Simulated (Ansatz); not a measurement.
Basis-set extrapolation for C₃H₇NO (`NCCC=O`) (PBE0-D4/def2-TZVP geometry, frozen core, the Gaussian-basis code of Ansatz). Multiplicity 1, RHF reference.

|  | def2-TZVPP | def2-QZVPP |
| --- | --- | --- |
| HF | -247.076012 | -247.087788 |
| MP2 correlation | -0.946218 | -1.012005 |
| CCSD(T) correlation | -1.020543 | not run |

Energies in hartree. Use E(X) = E(∞) + A·exp(−7.88·√X) for Hartree–Fock and E(X) = E(∞) + B·X^(−2.97) for correlation, with X = 3 and 4, and add CCSD(T) minus MP2 of the smaller set to the MP2 limit.

Q: What is the CCSD(T) energy at the basis-set limit?

A: HF limit: -247.087788 + (-0.011776) × 0.13774 = -247.08941. MP2 limit: -1.012005 + (-0.065787) × 0.74074 = -1.06074. Higher-order term: -1.020543 − (-0.946218) = -0.07432. Total: -248.22447 hartree, 335.8 kJ/mol below CCSD(T)/def2-TZVPP.
